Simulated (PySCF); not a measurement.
Molecule: `InChI=1S/C3H6OS/c1-3(5)4-2/h1-2H3`.

Geometry (Å), atoms numbered from 1 in this order:
```xyz
11

C     1.8451   -0.0184   -0.2125
O     0.4867    0.0353   -0.6022
C    -0.4360    0.0111    0.3487
C    -1.8301    0.0395   -0.1874
S    -0.0987   -0.0648    1.9418
H     2.4283    0.0195   -1.1295
H     2.0894    0.8286    0.4333
H     2.0492   -0.9417    0.3355
H    -1.8483    0.5150   -1.1651
H    -2.1948   -0.9825   -0.2929
H    -2.4853    0.5610    0.5044
```

Frames of a GFN2-xTB Langevin trajectory at 300 K; GIAO PBE0/pcSseg-1 shieldings in PySCF 2.14, gas phase, non-relativistic; equivalent atoms averaged within each frame.

References, each an isolated molecule treated in the same way: 13C (σref 186.93) and 1H (σref 31.72) against TMS; H2O for 17O (σref 336.08); CS2 for 33S (σref 503.73). The references are static minima.

**Question.** How do the shifts (ppm) fluctuate along the trajectory?

**Answer.** 
| time (fs) | C3 | C1 | C4 | O2 | S5 | H6/H7/H8 | H9/H10/H11 |
| --- | --- | --- | --- | --- | --- | --- | --- |
| optimised geometry | 230.7 | 60.5 | 35.2 | 274.7 | 432 | 4.20 | 2.75 |
| 250 | 235.1 | 62.4 | 31.2 | 274.0 | 426 | 4.27 | 2.27 |
| 425 | 243.2 | 63.9 | 43.9 | 293.9 | 400 | 5.18 | 3.41 |
| 625 | 214.1 | 60.0 | 34.7 | 259.3 | 371 | 4.31 | 2.92 |
| 800 | 225.9 | 63.3 | 41.0 | 296.6 | 355 | 5.09 | 3.24 |
| 1000 | 233.2 | 58.9 | 40.4 | 266.8 | 456 | 4.05 | 3.33 |
| mean of frames | 230.3 | 61.7 | 38.2 | 278.1 | 402 | 4.58 | 3.03 |
| standard deviation | 11.0 | 2.2 | 5.2 | 16.5 | 41 | 0.52 | 0.47 |

5 frames give an uncertainty of the mean of about the standard deviation over 2.2 at best, since frames this close in time may not be independent; classical motion lacks zero-point vibration, and the reference would need the same averaging.
